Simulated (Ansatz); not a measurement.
```yaml
crystal:
  periodic: [false, false, false]
  atoms:
    - {symbol: Ge, position_ang: [-0.601546, -0.431258, -0.003693]}
    - {symbol: S, position_ang: [0.781977, 1.226589, 0.010228]}
    - {symbol: O, position_ang: [1.163931, -0.500267, -0.003732]}
basis:
  gaussian: {orbitals: def2-TZVP}
hamiltonian: {xc: pbe0}
relax: {f_tol: 0.004, max_steps: 80}
```

```sh
$ ansatz run in.yaml --threads 1 --pin off --events-out ev --progress --plain --max-ram 2176MiB
```

Steps of the relaxation (energy above the last step; positions in Å, forces in eV/Å):

```
3
step 1, 18.1 meV
Ge   -0.602   -0.431   -0.004   -1.024   -0.169   -0.002
S     0.782    1.227    0.010    0.152    0.279    0.002
O     1.164   -0.500   -0.004    0.873   -0.111   -0.001
```

```
3
step 2, 5.0 meV
Ge   -0.612   -0.435   -0.004   -0.449    0.007    0.000
S     0.785    1.229    0.010    0.000    0.041    0.000
O     1.171   -0.499   -0.004    0.449   -0.049    0.000
```

```
3
step 3, 0.4 meV
Ge   -0.620   -0.433   -0.004   -0.038    0.043    0.000
S     0.784    1.227    0.010   -0.026   -0.074   -0.001
O     1.181   -0.499   -0.004    0.065    0.031    0.000
```

```
3
step 5, 0.0 meV
Ge   -0.622   -0.431   -0.004    0.002   -0.001    0.000
S     0.782    1.224    0.010    0.002   -0.003    0.000
O     1.184   -0.498   -0.004   -0.004    0.005    0.000
```

```
3
step 6, 0.0 meV
Ge   -0.622   -0.431   -0.004    0.000    0.000    0.000
S     0.782    1.224    0.010    0.000    0.000    0.000
O     1.184   -0.498   -0.004    0.000    0.000    0.000
```

Close pairs at the end: S2–O3 1.768 Å, Ge1–O3 1.808 Å, Ge1–S2 2.170 Å.

A stationary point of restricted PBE0 after 6 steps (its stability towards spin polarisation wasn't tested); no frequencies were run, so it isn't proven a minimum. 14 s on 1 thread of Intel Xeon Platinum 8559C, shared host.
